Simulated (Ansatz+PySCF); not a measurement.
## doublet CH₂(+): levels of theory in one basis

| atom | x (Å) | y (Å) | z (Å) |
| --- | --- | --- | --- |
| C | 0.0000 | 0.2420 | 0.0000 |
| H | 0.0000 | -0.1210 | -1.0354 |
| H | 0.0000 | -0.1210 | 1.0354 |

Basis set: cc-pVTZ (spherical functions). Correlated methods keep 1 orbital frozen. Correlation on ROHF uses semicanonical orbitals with singles. Charge 1, multiplicity 2.

Computed with Ansatz (development build ahead of 0.2.0); each method stands on the lowest determinant of its kind that the runs found.

```
      method  E − E(ROHF) (eV)  <S²> of the determinant
        ROHF              0.00                     0.75
         UHF             -0.08                     0.76
    ROHF-MP2             -2.68                        –
     UHF-MP2             -2.68                     0.76
ROHF-CCSD(T)             -3.28                        –
 UHF-CCSD(T)             -3.28                     0.76
```

(1) What does UHF-CCSD give on the same scale?

(2) Is a single determinant a sound starting point here?

## Answers

(1) -3.22 eV.

(2) By this sign, yes. Unrestricted orbitals gain 0.08 eV and <S²> is 0.76 against 0.75 for a pure state.
